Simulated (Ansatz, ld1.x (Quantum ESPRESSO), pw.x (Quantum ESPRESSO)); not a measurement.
**From atom to crystal: TM potential for platinum**

ld1.x (Quantum ESPRESSO) 7.5 input, shortened:

```
&input
   title='Pt', zed=78., rel=1, dft='PBE', iswitch=3,
   config='[Xe] 4f14 5d9.5 6s0.5 6p0'
 /
 &inputp
   pseudotype=2, tm=.true., lloc=0,
   nlcc=.true., new_core_ps=.true., rcore=1.05
 /
3
6P  2  1   0.00   0.00  2.75  2.75  0.0
5D  3  2   9.50   0.00  2.05  2.05  0.0
6S  1  0   0.50   0.00  2.35  2.35  0.0
 &test
   configts(1)='5d9.5 6s0.5 6p0'
 /
```

Atomic tests: cutoffs needed: 40 Ry and 55 Ry (the cutoffs (Ry, on a coarse ladder) from which the occupation-weighted sum of valence levels, in a spherical-Bessel basis at the reference potential, stays within 10 and 1 mRy of its value at 400 Ry); ghost test: no extra level below or beside the all-electron valence levels (p, d, s, f tested) (spherical-Bessel basis up to 400 Ry, 20 bohr box); largest excitation error: -1294 meV (all-electron minus pseudo) for 5d6 6s0 6p0, out of 7 test configurations.

Crystal test: fcc Pt in pw.x 7.5, no spin, 14³ k-points, Fermi–Dirac smearing 0.01 Ry, cutoffs 70/280 Ry. The reference is all-electron LAPW (Ansatz 0.2.0) with the same functional, mesh and smearing; V0 and B0 come from Birch–Murnaghan fits to the pressures at five volumes. Errors are pseudo minus all-electron; Δ is the rms difference of the E(V) curves that follow from these fits, minima aligned, over ±6 % about the mean V0. Mesh and smearing are coarse, so the numbers serve the comparison and aren't converged zero-temperature values; the lattice is a test structure that the element need not adopt.

All-electron: a0 = 3.973 Å (V0 = 15.67 Å³/atom), B0 = 245.3 GPa.

Question: How far does the potential miss the all-electron equation of state?

Answer: mean pressure error (GPa): +9.23; a0 (Å): 4.020; a0 error (%): +1.19; B0 error (%): -5.6; Δ (meV/atom): 29.6. This is a poor potential for the solid.

| V (Å³/atom) | P all-electron (GPa) | P pseudo (GPa) |
| --- | --- | --- |
| 14.858 | 15.18 | 26.36 |
| 15.249 | 7.27 | 17.35 |
| 15.640 | 0.53 | 9.65 |
| 16.031 | -5.20 | 3.08 |
| 16.422 | -10.06 | -2.53 |

Question: At the middle volume, how do free energy and pressure move when the wave cutoff is lowered (ecutrho kept at four times it)?

Answer:

```tsv
cutoff (Ry)	shift of F (meV/atom)	shift of P (GPa)
32	+990.0	-62.49
42	+33.9	-3.21
56	+8.1	+0.01
```

Input at the middle volume:

```
&control
  calculation='scf', prefix='x', pseudo_dir='./', outdir='./tmp', tstress=.true., disk_io='low'
/
&system
  ibrav=0, nat=1, ntyp=1, ecutwfc=70, ecutrho=280, nbnd=12,
  occupations='smearing', smearing='fd', degauss=0.01
/
&electrons
  conv_thr=1e-09, mixing_beta=0.4, electron_maxstep=70
/
ATOMIC_SPECIES
Pt 1.0 Pt.UPF
CELL_PARAMETERS angstrom
  0.00000000 1.98488607 1.98488607
  1.98488607 0.00000000 1.98488607
  1.98488607 1.98488607 0.00000000
ATOMIC_POSITIONS crystal
Pt 0.0000 0.0000 0.0000
K_POINTS automatic
14 14 14 0 0 0
```

```bash
pw.x < Pt.scf.in > Pt.scf.out
```

Lines of the output:

```
Message from routine setup:
     using ibrav=0 with symmetry is DISCOURAGED, use correct ibrav instead
     lattice parameter (alat)  =       5.3046  a.u.
     unit-cell volume          =     105.5440 (a.u.)^3
     number of electrons       =        10.00
     number of Kohn-Sham states=           12
     kinetic-energy cutoff     =      70.0000  Ry
     charge density cutoff     =     280.0000  Ry
     scf convergence threshold =      1.0E-09
     Exchange-correlation= PBE
     number of k points=   104  Fermi-Dirac smearing, width (Ry)=  0.0100
     iteration #  1     ecut=    70.00 Ry     beta= 0.40
     total energy              =     -97.28578773 Ry
     estimated scf accuracy    <       0.15291956 Ry
     iteration #  2     ecut=    70.00 Ry     beta= 0.40
     total energy              =     -97.30330152 Ry
     estimated scf accuracy    <       0.00519762 Ry
     iteration #  3     ecut=    70.00 Ry     beta= 0.40
     total energy              =     -97.30430236 Ry
     estimated scf accuracy    <       0.00014367 Ry
     iteration #  4     ecut=    70.00 Ry     beta= 0.40
     total energy              =     -97.30431067 Ry
     estimated scf accuracy    <       0.00000814 Ry
     iteration #  5     ecut=    70.00 Ry     beta= 0.40
     total energy              =     -97.30431163 Ry
     estimated scf accuracy    <       0.00000017 Ry
     iteration #  6     ecut=    70.00 Ry     beta= 0.40
     total energy              =     -97.30431166 Ry
     estimated scf accuracy    <       0.00000001 Ry
     iteration #  7     ecut=    70.00 Ry     beta= 0.40
     the Fermi energy is    16.8642 ev
!    total energy              =     -97.30431166 Ry
     estimated scf accuracy    <          6.8E-11 Ry
     smearing contrib. (-TS)   =      -0.00682540 Ry
     The total energy is F=E-TS. E is the sum of the following terms:
     one-electron contribution =      16.31037690 Ry
     hartree contribution      =       4.28167432 Ry
     xc contribution           =     -56.77256555 Ry
     ewald contribution        =     -61.11697194 Ry
     convergence has been achieved in   7 iterations
          total   stress  (Ry/bohr**3)                   (kbar)     P=       96.46
```

The run at the middle volume (104 k-points, 7 iterations) took about 12 s on one core of a shared host (Neoverse-V2, 96 threads, 742 GiB, load 33).
